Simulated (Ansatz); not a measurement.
Cartesian coordinates in Å:
```
C 0.5878 0.4447 -2.4787
C 0.0391 0.0989 -1.1800
C -0.4240 -0.1979 -0.1084
N -0.8995 -0.5754 1.0912
C -0.0760 -0.3020 2.2559
H -0.0747 1.1293 -3.0157
H 1.5523 0.9481 -2.3689
H 0.7419 -0.4361 -3.1088
H -1.8769 -0.3634 1.2249
H -0.5529 -0.7348 3.1365
H 0.0877 0.7692 2.4277
H 0.8951 -0.7806 2.1242
```

The species carries charge 0 and has multiplicity 1.

(1) List the PBE0/def2-TZVPP orbital energies in eV (Ansatz 0.2.0). (An estimate is asked.)

Results:

(1) Computed: Occupied: -391.99, -278.91, -278.34, -278.29, -277.57, -26.15, -21.41, -19.84, -18.65, -15.50, -13.41, -12.53, -12.35, -11.71, -11.68, -11.04, -9.08, -7.20, -5.81. Lowest empty: 1.03, 1.65, 1.86, 2.15, 2.53, 3.23, 3.57, 3.75.
